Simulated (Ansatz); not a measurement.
# C₃H₄F₂: a ladder of functionals and wavefunction methods

An exercise on one series of results from a longer session: the logs are not shown, and one member is left open.

Program: Ansatz 0.2.0, Gaussian basis. Level of theory: functionals in def2-TZVPP, the program's frozen cores in correlated methods. These are calculated values, not measurements.

Levels to be run: LDA (SPW92), PBE-D4, revPBE-D4, BLYP-D4, r2SCAN-D4, B97M-V, PBE0-D4, B3LYP-D4, r2SCANh-D4, r2SCAN0-D4, HSE06-D4, BHLYP-D4, CAM-B3LYP-D4, LC-ωPBE, ωB97X-V, ωB97M-V, B2PLYP, PBE-QIDH; CCSD(T)/def2-SVP; CCSD(T)/def2-TZVPP; MP2/def2-QZVPP; extrapolation to the limit; RPA on PBE.

### Structure used throughout

The geometry comes from an earlier relaxation with PBE0-D4 in a triple-zeta def2 set; it is a stationary point, not always the lowest conformer.

SMILES `FC1(F)CC1`, 9 atoms, charge 0, spin multiplicity 1.

Atoms are counted from 1 here; the program's logs count them from 0.

Bond lengths: F1–C2 1.343 Å, C2–F3 1.343 Å, C2–C4 1.469 Å, C2–C5 1.469 Å, C4–C5 1.536 Å, C4–H6 1.082 Å, C4–H7 1.082 Å, C5–H8 1.082 Å, C5–H9 1.082 Å. Angles: F1–C2–F3 109.3°, F1–C2–C4 119.5°, F1–C2–C5 119.5°, F3–C2–C4 119.5°, F3–C2–C5 119.5°, C4–C2–C5 63.1°, C2–C4–C5 58.5°, C2–C4–H6 117.6°, C2–C4–H7 117.6°, C5–C4–H6 117.5°, C5–C4–H7 117.5°, H6–C4–H7 116.0°, C2–C5–C4 58.5°, C2–C5–H8 117.6°, C2–C5–H9 117.6°, C4–C5–H8 117.5°, C4–C5–H9 117.5°, H8–C5–H9 116.0°.

Set-up of the first run:

Contents of in.yaml:

```yaml
crystal:
  periodic: [false, false, false]
  atoms:
    - {symbol: F, position_ang: [1.653535, -0.826380, 0.516872]}
    - {symbol: C, position_ang: [0.571544, -0.513615, -0.214633]}
    - {symbol: F, position_ang: [0.598197, -1.204413, -1.366034]}
    - {symbol: C, position_ang: [0.068590, 0.866251, -0.209831]}
    - {symbol: C, position_ang: [-0.712554, -0.275846, 0.457359]}
    - {symbol: H, position_ang: [0.563967, 1.577909, 0.437750]}
    - {symbol: H, position_ang: [-0.320039, 1.261049, -1.139521]}
    - {symbol: H, position_ang: [-1.609471, -0.624065, -0.038120]}
    - {symbol: H, position_ang: [-0.725270, -0.307292, 1.539057]}
basis:
  gaussian: {orbitals: def2-TZVPP}
hamiltonian: {xc: lda}
output: {orbitals: {seedname: orbitals}}
```

Steps of the session up to this table: LDA; PBE-D4 (GGA); revPBE-D4 (GGA); BLYP-D4 (GGA); r2SCAN-D4 (meta-GGA); B97M-V (meta-GGA); PBE0-D4 (hybrid); B3LYP-D4 (hybrid); r2SCANh-D4 (hybrid); r2SCAN0-D4 (hybrid); HSE06-D4 (hybrid); BHLYP-D4 (hybrid); CAM-B3LYP-D4 (range-separated); LC-ωPBE-D4 (range-separated; the results give it without D4); ωB97X-V (range-separated); ωB97M-V (range-separated); B2PLYP (double hybrid); PBE-QIDH (double hybrid).

One table of the session follows, with a row left open; its other results are not shown here.

It belongs to the step «Orbital energies across the functionals». 

```
  functional  HOMO (eV)  LUMO (eV)  gap (eV)
 LDA (SPW92)      -6.96       0.52      7.48
      PBE-D4      -6.78       0.68      7.46
   revPBE-D4      -6.71       0.73      7.44
     BLYP-D4      -6.72       0.73      7.45
   r2SCAN-D4      -7.07       1.29      8.36
      B97M-V      -7.21       1.00      8.21
     PBE0-D4      -8.34       1.65      9.98
    B3LYP-D4          ?          ?         ?
  r2SCANh-D4      -7.66       1.63      9.29
  r2SCAN0-D4      -8.53       2.11     10.64
    HSE06-D4      -7.93       1.27      9.20
    BHLYP-D4      -9.84       2.20     12.04
CAM-B3LYP-D4      -9.83       2.39     12.22
     LC-ωPBE     -11.14       3.75     14.89
     ωB97X-V     -10.78       3.55     14.33
     ωB97M-V     -10.69       3.08     13.77
```

Estimate the missing values for B3LYP-D4.

Worked estimate for «HOMO (eV)». Against the share of exact exchange, BLYP-D4 (0, -6.72), BHLYP-D4 (0.5, -9.84) give a slope of -6.24 per unit share; at 0.2 the line stands at -7.97.

**Answer.** HOMO (eV): -8.13; LUMO (eV): 1.27; gap (eV): 9.40. In «HOMO (eV)» the line misses by +0.16.
